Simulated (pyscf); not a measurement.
HO–B(Cl)–Cl (SMILES OB(Cl)Cl) + HF (SMILES F) → H₂O (SMILES O) + F–B(Cl)–Cl (SMILES FB(Cl)Cl) (four-centre exchange; singlet surface; B–O, F–H broken, H–O, B–F formed). Optimised with ωB97X-D3(BJ)/def2-SVP in PySCF. Correlated levels are frozen-core, on RHF or UHF. ΔMP2 is the change of the MP2 total energy from the triple- to the quadruple-zeta basis. Energies in kcal/mol from the separated reactants.

```csv
level,barrier,reaction energy
ωB97X-D3(BJ)/def2-TZVP,16.3,-0.6
M06-2X/def2-TZVP,…,-0.2
ωB97M-D3(BJ)/def2-TZVP,16.0,-0.7
HF/def2-TZVP,32.2,-1.7
CCSD/def2-TZVPP,20.6,-0.6
CCSD(T)/def2-TZVPP,18.4,-0.5
CCSD(T)/def2-TZVPP + ΔMP2(QZVPP),…,…
```

Fill in the missing entries.


- M06-2X/def2-TZVP, barrier: 15.4
- CCSD(T)/def2-TZVPP + ΔMP2(QZVPP), barrier: 19.0
- CCSD(T)/def2-TZVPP + ΔMP2(QZVPP), reaction energy: -0.3

Of the functionals in the table, ωB97X-D3(BJ) is closest to CCSD(T)/def2-TZVPP + ΔMP2(QZVPP) in the barrier (2.7 kcal/mol apart) and M06-2X least close (3.6 kcal/mol); that level has limits of its own. On the product side the descent ends in an adduct with a B–O contact, 9.0 kcal/mol under the separated species and 25.9 kcal/mol under the saddle at ωB97X-D3(BJ)/def2-TZVP. What is counted as broken (B–O) persists as a longer contact in the product adduct; parting that adduct is a step of its own. This is the saddle that the search found; another between the same sides may lie lower. The CCSD(T) − MP2 part came from Ansatz, without density fitting, on the same reference.
